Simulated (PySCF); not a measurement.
Molecule: SMILES FC(F)(F)F, CF4.

Structure with atom numbers: `[F:1][C:2]([F:3])([F:4])[F:5]`.

Geometry PBE0-D3(BJ)/def2-SVP throughout; GIAO in PySCF, gas phase, one conformer, non-relativistic; equivalent atoms averaged; basis pcSseg-2.

**Question.** How do the absolute shieldings σ depend on the functional? (ppm; last column core-seconds on shared hosts with different chips, so compare them loosely)

**Answer.** 
| functional | kind | F1/F3/F4/F5 | C2 | core-s |
| --- | --- | --- | --- | --- |
| HF | Hartree–Fock | 282.9 | 79.1 | 3.1 |
| LDA | LDA | 227.5 | 39.3 | 6.6 |
| PBE | GGA | 232.8 | 41.8 | 8.5 |
| BLYP | GGA | 231.6 | 36.7 | 8.3 |
| BP86 | GGA | 233.8 | 41.9 | 8.2 |
| OPBE | GGA | 242.0 | 52.1 | 8.9 |
| KT2 | GGA | 235.7 | 50.2 | 8.8 |
| KT3 | GGA | 240.1 | 51.0 | 8.8 |
| B97-D | GGA | 240.4 | 45.4 | 9 |
| B3LYP | global hybrid | 242.9 | 45.5 | 6.9 |
| PBE0 | global hybrid | 247.2 | 52.1 | 6.5 |
| mPW1PW91 | global hybrid | 247.5 | 51.5 | 6.4 |
| WP04 | global hybrid | 243.1 | 36.4 | 14 |
| B97-2 | global hybrid | 249.5 | 52.9 | 6.3 |
| BHandHLYP | global hybrid | 258.3 | 58.2 | 14 |
| CAM-B3LYP | range-separated hybrid | 245.8 | 48.6 | 19 |
| wB97X-D | range-separated hybrid | 249.9 | 52.2 | 18 |
| LC-wPBE | range-separated hybrid | 250.0 | 52.0 | 23 |

**Question.** Which nucleus moves most, in ppm?

**Answer.** F1/F3/F4/F5 (fluorine of CF4): from 227.5 ppm with LDA to 282.9 ppm with HF. The smallest spread is 42.7 ppm, at C2.
